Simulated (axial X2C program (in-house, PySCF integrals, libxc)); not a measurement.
**Low determinants of LiP⁻ at the PBE0 level, spin-free**

Computed with an in-house relativistic program for diatomic molecules. Spin-free means the one-electron spin-free X2C Hamiltonian. Basis: P dyall-av3z [9s8p3d2f], Li dyall-av3z [9s9p3d] (cores contracted in-house); Gaussian nuclei, density fitting, unrestricted open shells. Masses: P 30.974 u, Li 7.016 u.

Search at 2.260 Å (vertical energies from the lowest determinant):

| ΔE (eV) | state | electrons beyond evenly filled partner blocks | electrons in σ, π, δ, φ |
| --- | --- | --- | --- |
| 0.00 | M_S = 3/2, Λ = 0 | σα, π+α, π-α | 13 6 0 0 |
| 0.02 | M_S = 1/2, Λ = 0 | σβ, π+α, π-α | 13 6 0 0 |
| 0.16 | M_S = 1/2, Λ = 1 | π+α, π+β, π-α | 12 7 0 0 |
| 0.60 | M_S = 3/2, Λ = 1 | 2 × σα, π+α, π+β, π-α | 12 7 0 0 |
| 0.66 | M_S = 3/2, Λ = 1 | 2 × π+α, π-α | 12 7 0 0 |
| 0.72 | M_S = 1/2, Λ = 0 | σα | 11 8 0 0 |
| 2.94 | M_S = 5/2, Λ = 0 | 3 × σα, π+α, π-α | 13 6 0 0 |

Lowest determinant, M_S = 3/2, Λ = 0 (beyond evenly filled blocks: σα, π+α, π-α): Re = 2.429 Å, ωe = 398.4 cm⁻¹.

The determinant in row 2 of the search, M_S = 1/2, Λ = 0 (beyond evenly filled blocks: σβ, π+α, π-α), was followed along the bond at PBE0; measured from the minimum of the lowest determinant it gives:

Te = 0.023 eV (188 cm⁻¹), Re = 2.428 Å, ωe = 402.0 cm⁻¹.

Task: Compare the bond of the determinant in row 2 with that of the lowest one.

Result: At PBE0 its Re is 0.001 Å shorter and its force constant, which goes as ωe², is 1.02 times that of the lowest determinant. This determinant mixes spin states, so it has no term energy of its own.

The search compares states at one distance, so a state with another bond length can lie lower; it is not exhaustive and yields mostly the lowest determinant of each block pattern, so other components and higher states of one pattern are missing. These are energies of single determinants, not of spin-adapted states; PBE0 term energies can be off by some tenths of an eV, and the functional has no current term. The lowest determinant need not be the ground state where others lie within half an eV. For an anion, determinants above electron detachment are held by the basis set. The highest occupied level of some functionals is positive through self-interaction error; at Hartree–Fock it is bound. Row 2 is spin-contaminated (⟨S²⟩ = 1.76 against 0.75), so its values are not those of a pure state. Row 1 has a positive highest level at its minimum. Row 2 has a positive highest level at its minimum.
